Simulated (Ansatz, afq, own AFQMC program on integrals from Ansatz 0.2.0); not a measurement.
# CHAlB, quartet in cc-pVDZ along one coordinate

| atom | x (Å) | y (Å) | z (Å) |
| --- | --- | --- | --- |
| Al | 0.0000 | 0.0162 | 0.9194 |
| C | 0.0000 | 0.5650 | -0.8751 |
| B | 0.0000 | -0.8104 | -1.1945 |
| H | 0.0000 | 1.5259 | -1.3725 |

The C2–H4 distance is changed with both sides rigid. Energies in mEh count from this geometry (1.082 Å) at the same level; the start stands on UHF, each point on the determinant named.

Basis cc-pVDZ. Noble-gas cores (and the filled d shells of Ga–Kr and In–Xe) are frozen. Integrals, coupled cluster, full CI and functionals: Ansatz 0.2.0; the random walks run on the same integrals in our own AFQMC program. ph-AFQMC/CISD is guided by a CISD state made of CCSD amplitudes; releasing the constraint for a short imaginary time cuts its bias at the price of noise, slowly where states lie close. ± is one standard error of the sampling.

Cautions, each for one point or more: (T) is large; higher spins were not checked; lower spins were not checked; raised T1 diagnostic; strong correlation; the ph-AFQMC/CISD walk drifts between its halves; unrestricted determinant slightly spin contaminated; unrestricted determinant spin contaminated; walk and cluster series may follow different spin states.

```csv
r(C2–H4) / Å,det.,T1,weight,⟨S²⟩,CCSD(T),ph-AFQMC/CISD,released AFQMC,CCSDT(Q),CCSD,wB97M-V
0.977,UHF,0.034,0.85,3.83,11.5,12.4 ± 0.9,15.2 ± 1.3*,11.5,11.2,10.5
1.167,UHF,0.035,0.84,3.83,2.7,3.0 ± 1.2,5.1 ± 1.4*,2.7,3.0,3.2
1.503,UHF,0.041,0.82,3.90,49.9,50.8 ± 1.0,52.0 ± 1.5*,49.3,51.8,51.1
1.998,UHF¶,0.062,0.78,4.06,91.5,93.8 ± 1.2,–,89.7,95.8,93.7
```

Weight is that of the determinant in the CISD state; at the start T1 is 0.034 and the weight 0.85, and ⟨S²⟩ is 3.83. ¶ marks points with a poor determinant and no full CI, where no value is sure; they don't count among the departures. An asterisk marks released energies that aren't shown to be converged. A dash marks a missing value, a released energy that hasn't settled or a functional that sits on another state. Largest departures from CCSDT(Q), at the points where its series has closed: CCSD(T) 0.0 mEh at 1.167 (on UHF), ph-AFQMC/CISD 0.9 mEh at 0.977 (on UHF) (within the noise), CCSD -0.3 mEh at 0.977 (on UHF), wB97M-V -1.0 mEh at 0.977. Functionals count only at points shown to share the start's state and spin. In this small basis the wave-function levels are far from their limit, so their gap to the functionals isn't the functionals' error.

Some points may be missing: those where a free walk finds a much lower state, and past Zn most of those on another determinant than at the start.

A walk keeps the symmetry of its determinant, which the program's search chose and which needn't be the lowest solution, so a lower state of the same spin and another symmetry isn't excluded.
